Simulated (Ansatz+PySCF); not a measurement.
Values are calculated unless marked as measured or tabulated.
Input for PySCF 2.14.0:

```python
from pyscf import gto, scf

mol = gto.M(atom="""
N 0.000000 0.000000 0.182380
H 1.403770 0.000000 -0.425540
H -0.701890 1.215700 -0.425540
H -0.701890 -1.215700 -0.425540
""", basis='cc-pvdz', charge=0, spin=0)
mf = scf.RHF(mol)
mf.kernel()
print(mf.converged, mf.e_tot, mf.spin_square()[0])
```

The script is written out from the run's settings.

Output:

| Property | Result |
| --- | --- |
| Converged | yes |
| Total energy | -55.90828 hartree |
| Spin squared of the determinant | 0.000 |
| Cycles | 9 |

Caution: an unrestricted determinant lies well below.
